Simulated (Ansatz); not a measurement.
What does this script print? It uses Ansatz's Python interface.

The script reads `input.yaml`:
```yaml
crystal:
  periodic: [false, false, false]
  atoms:
    - { symbol: Cl, position_ang: [-0.3712, 2.2891, -0.1892] }
    - { symbol: C, position_ang: [-0.0946, 0.5556, -0.5074] }
    - { symbol: C, position_ang: [1.066, -0.1603, 0.1934] }
    - { symbol: O, position_ang: [0.215, -1.3034, 0.4851] }
    - { symbol: C, position_ang: [-0.9576, -0.4869, 0.2131] }
    - { symbol: H, position_ang: [-0.0816, 0.4095, -1.5937] }
    - { symbol: H, position_ang: [1.9082, -0.4271, -0.4504] }
    - { symbol: H, position_ang: [1.4326, 0.2963, 1.1183] }
    - { symbol: H, position_ang: [-1.4316, -0.1659, 1.1462] }
    - { symbol: H, position_ang: [-1.6852, -1.007, -0.4154] }
basis:
  gaussian: { orbitals: def2-SVP }
hamiltonian:
  xc: pbe0
```

`deck.py`:
```python
# -*- coding: utf-8 -*-
import ansatz


def main():
    session = ansatz.Session.from_deck("input.yaml")
    rep = session.plan(threads=1).execute().report

    print(f"E = {rep['free_energy_ev']:.6f} eV = {rep['free_energy_ev'] / 27.211386246:.7f} Ha")
    print("converged:", rep["converged"], " doubts:", rep["published_state_doubts"] or "none")
    symbols = ["Cl", "C", "C", "O", "C", "H", "H", "H", "H", "H"]


if __name__ == "__main__":
    main()
```

```console
$ python deck.py
E = -17743.044767 eV = -652.0448685 Ha
converged: True  doubts: none
```

Total energies depend on the basis set; only differences at equal settings carry meaning. The geometry is a force-field or estimated start, not a minimum of this method, and the basis set is short of its limit. Timing: 3.4 s on 1 thread of Arm Neoverse V1, on a shared host, peak memory 0.22 GiB.
